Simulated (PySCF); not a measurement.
**Trend along the third period: MNa cations**

PBE0 with double-zeta basis sets in PySCF, for the lowest determinant that a PBE0 search found; no spin–orbit coupling. De refers to high-spin ground-configuration atoms (the charge goes to the atom of lower measured ionisation energy or higher electron affinity, which is not always the lowest computed limit). A positive dipole points towards Na; it is taken about the centre of mass and depends on that origin.

```csv
M,basis,charged atom,state (unpaired electrons),Re (Å),ωe (cm⁻¹),De (eV),μ (D)
Na,x2c-SVPall,Na+,doublet (σ ↑),3.694,107,1.04,n/a
Mg,cc-pVDZ,Na+,singlet (closed shell),3.209,152,0.63,2.82
Al,cc-pVDZ/cc-pV(D+d)Z,Na+,doublet (σ ↑),3.384,134,0.98,3.84
Si,pcseg-1,Na+,"triplet (σ ↑, π ↑)",3.221,131,0.44,5.85
P,def2-SVP,Na+,"quartet (σ ↑, π ↑↑)",3.119,120,0.27,6.94
S,def2-SVP,Na+,triplet (π ↑↑),2.897,169,0.61,6.55
Cl,def2-SVP,Na+,doublet (π ↑),2.812,154,0.42,7.00
```

The shortest bond is that of NaCl⁺ (2.812 Å), the longest that of Na₂⁺ (3.694 Å).

The rows differ in basis set, which adds steps of its own.

The state changes along the series, so neighbouring rows are not always alike in their bonding.

Closed-shell solutions of metal pairs were not tested for spin polarisation, which can lower them a little. Weak bonds: NaCl⁺, NaP⁺, NaSi⁺. Basis-set superposition, not corrected here, can be much of De in a small basis, most of all at correlated wavefunction levels. For an ion De counts to the pair picked by the measured ionisation energies or electron affinities, which need not be the lowest pair at this level. States were picked by a PBE0 search and need not be the measured ground states.
